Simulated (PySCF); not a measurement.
Record of a relaxation.

Species: C₆H₆.
SMILES with atom numbers: `[cH:1]1[cH:2][cH:3][cH:4][cH:5][cH:6]1` (hydrogens: H7 on C1; H8 on C2; H9 on C3; H10 on C4; H11 on C5; H12 on C6)

Method: PBE0-D3(BJ)/def2-SVP geometry optimisation, gas phase (PySCF); density fitting, grid level 1; the optimiser is geomeTRIC in internal coordinates, started from a GFN2-xTB structure. The frame can shift and turn from step to step; on so coarse a grid that alone can change the energy by a few meV, and forces under 0.02 eV/Å are noise.

Step 0: E = -6307.8789 eV, largest atomic force 0.461 eV/Å
```
atom  x, y, z in Å  |  force x, y, z in eV/Å
C1      0.955    1.002   -0.021    0.060   0.058   0.004
C2      1.346   -0.326   -0.015    0.085  -0.025  -0.004
C3      0.390   -1.329    0.003    0.027  -0.080   0.003
C4     -0.955   -1.002    0.016   -0.060  -0.058  -0.002
C5     -1.346    0.326    0.010   -0.082   0.025   0.004
C6     -0.390    1.328   -0.008   -0.027   0.081  -0.004
H7      1.701    1.784   -0.035    0.316   0.333  -0.005
H8      2.396   -0.581   -0.024    0.447  -0.109  -0.005
H9      0.695   -2.365    0.008    0.128  -0.440   0.002
H10    -1.701   -1.784    0.030   -0.317  -0.334   0.006
H11    -2.395    0.581    0.020   -0.447   0.106   0.004
H12    -0.695    2.365   -0.011   -0.131   0.442  -0.003
```

Step 1: E = -6307.9119 eV, largest atomic force 0.071 eV/Å
```
atom  x, y, z in Å  |  force x, y, z in eV/Å
C1      0.962    1.008   -0.020    0.049   0.052  -0.002
C2      1.354   -0.330   -0.015    0.068  -0.017   0.001
C3      0.392   -1.338    0.003    0.020  -0.068   0.000
C4     -0.962   -1.009    0.015   -0.049  -0.051   0.002
C5     -1.355    0.329    0.010   -0.068   0.016   0.000
C6     -0.393    1.337   -0.008   -0.020   0.068   0.001
H7      1.716    1.799   -0.034   -0.020  -0.022   0.001
H8      2.417   -0.588   -0.024   -0.029   0.007   0.000
H9      0.700   -2.387    0.007   -0.009   0.028   0.000
H10    -1.717   -1.800    0.029    0.020   0.022  -0.001
H11    -2.418    0.587    0.019    0.029  -0.007   0.000
H12    -0.700    2.387   -0.012    0.009  -0.028   0.000
```

Step 2: E = -6307.9120 eV, largest atomic force under 0.02 eV/Å
```
atom  x, y, z in Å  |  force x, y, z in eV/Å
C1      0.962    1.008   -0.020   -0.003  -0.004   0.000
C2      1.355   -0.330   -0.015   -0.003   0.001   0.000
C3      0.392   -1.339    0.003   -0.001   0.004   0.000
C4     -0.963   -1.009    0.015    0.003   0.003   0.000
C5     -1.356    0.329    0.010    0.003  -0.001   0.000
C6     -0.393    1.338   -0.008    0.001  -0.003   0.000
H7      1.717    1.799   -0.033    0.000   0.000   0.000
H8      2.417   -0.588   -0.024    0.000   0.000   0.000
H9      0.699   -2.388    0.007    0.000   0.000   0.000
H10    -1.718   -1.800    0.029    0.000   0.000   0.000
H11    -2.418    0.587    0.019    0.000   0.000   0.000
H12    -0.700    2.387   -0.012    0.000   0.000   0.000
```

**Question.** Summarise the path.

**Answer.** The energy falls by 3.20 kJ/mol from step 0 to step 2; nine tenths of that is first reached at step 1. It falls at every step. The largest force goes from 0.461 to under 0.02 eV/Å. Among the bonds C4–H10 changes most (a near tie, within 0.001 Å, with another), from 1.080 to 1.093 Å; the atoms move by 0.018 Å rms after alignment.

What follows is the cost of the whole optimisation. Time: 9.1 s; peak memory 0.50 GiB. Hardware: one thread, Arm Neoverse V1 (aarch64), on a shared host.
